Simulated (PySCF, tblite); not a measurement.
## How well do the runs reproduce experiment for PH3?

**Experimental background.**

From NIST CCCBDB Release 22 (SRD 101), experimental dipoles, for the gas: dipole moment (microwave Stark effect) 0.58 D.

NIST CCCBDB Release 22 (SRD 101), experimental polarizabilities lists, for the gas: mean polarisability 4.237 Å³.

NIST CCCBDB lists, for the gas: adiabatic first ionisation energy 9.87 eV.

CRC Handbook of Chemistry and Physics lists, for the gas at 298.15 K: standard entropy 210.2 J/(mol K).

The results are set against them at the end.

Compound: PH3.
SMILES with atom numbers: `[PH3:1]` (hydrogens: H2, H3, H4 on P1)

Cartesian coordinates in Å at the PBE0-D3(BJ)/def2-SVP level; atoms count from 1:
```xyz
4
PH3 angstrom
P     -0.0037    0.0053    0.5048
H     -0.5815    1.0469   -0.2843
H      1.1976   -0.0154   -0.2685
H     -0.6119   -1.0250   -0.2763
```

Runs made with PySCF (gas phase, on this PBE0-D3(BJ)/def2-SVP geometry; no spin–orbit coupling):

```json
{"level": "PBE0-D3(BJ)/def2-SVP, grid level 1", "job": "geometry optimisation from a GFN2-xTB start", "basis functions": "33", "wall time": "1.2 s"}
{"level": "CAM-B3LYP/pcSseg-2", "job": "shieldings", "basis functions": "85", "wall time": "1.5 s"}
{"level": "PBE0/pcSseg-1", "job": "shieldings, charges and field gradients, density and orbital grids written", "basis functions": "39", "wall time": "1.4 s"}
{"level": "B3LYP/def2-SVPD", "job": "10 singlets by full TDDFT, 4 Tamm–Dancoff triplets, polarisability, ΔSCF ions, density and orbital grids written", "basis functions": "48", "wall time": "1.9 s"}
```

Hardware: an Arm Neoverse V2 with one thread, no GPU, on a shared host.

GFN2-xTB wavenumbers (cm⁻¹, harmonic, unscaled, at the method's own geometry): 1132, 1151, 1151, 2283, 2392, 2393. Point group C3v, symmetry number 3. Entropy at 298.15 K and 1 bar in J/(mol K): translation 152.8, rotation 55.9, vibration 0.7.

Results beside the measurements:

**Dipole moment.** Measured: 0.58 D (NIST CCCBDB Release 22 (SRD 101), experimental dipoles).

```
               level  computed (D)  computed − measured (D)  % (from the printed values)
PBE0-D3(BJ)/def2-SVP          0.91                    +0.33                          +57
  CAM-B3LYP/pcSseg-2          0.71                    +0.13                          +22
       PBE0/pcSseg-1          0.98                    +0.40                          +69
     B3LYP/def2-SVPD          0.57                    -0.01                           -2
```

Closest is B3LYP/def2-SVPD (-0.01 D), furthest PBE0/pcSseg-1 (+0.40 D); one molecule doesn't rank methods. The computed dipoles belong to one fixed geometry; measured ones are averaged over vibrations unless marked μe. Magnitudes are compared, not signs.

**Mean polarisability.** Measured: 4.237 Å³ (NIST CCCBDB Release 22 (SRD 101), experimental polarizabilities).

| level | computed (Å³) | computed − measured (Å³) | % (from the printed values) |
| --- | --- | --- | --- |
| B3LYP/def2-SVPD | 4.426 | +0.189 | +4 |

The computed values are static and purely electronic, with core orbitals frozen in the response (1 au = 0.148185 Å³). The table of measured values doesn't say here whether a value is static or optical, or holds a vibrational part.

**Adiabatic first ionisation energy.** Measured: 9.87 eV (NIST CCCBDB).

```tsv
level	computed (eV)	computed − measured (eV)
ΔSCF B3LYP/def2-SVPD	10.58	+0.71
−ε(HOMO) B3LYP/def2-SVPD	7.63	-2.24
−ε(HOMO) CAM-B3LYP/pcSseg-2	9.23	-0.64
−ε(HOMO) PBE0/pcSseg-1	7.86	-2.01
```

The computed energies are vertical, the measured one adiabatic: relaxation of the ion and zero-point energies lie between them and weren't computed. Orbital energies are listed beside them and aren't ranked.

**Standard entropy at 298.15 K.** Measured: 210.2 J/(mol K) (298.15 K; CRC Handbook of Chemistry and Physics).

| level | computed (J/(mol K)) | computed − measured (J/(mol K)) | % (from the printed values) |
| --- | --- | --- | --- |
| GFN2-xTB, rigid rotor and harmonic oscillator | 209.4 | -0.8 | 0 |

Ideal gas at 1 bar, most abundant isotopes; table values of this kind come from calorimetry or from spectroscopic constants.

No measured geometry was used, and the causes of the misses weren't examined.
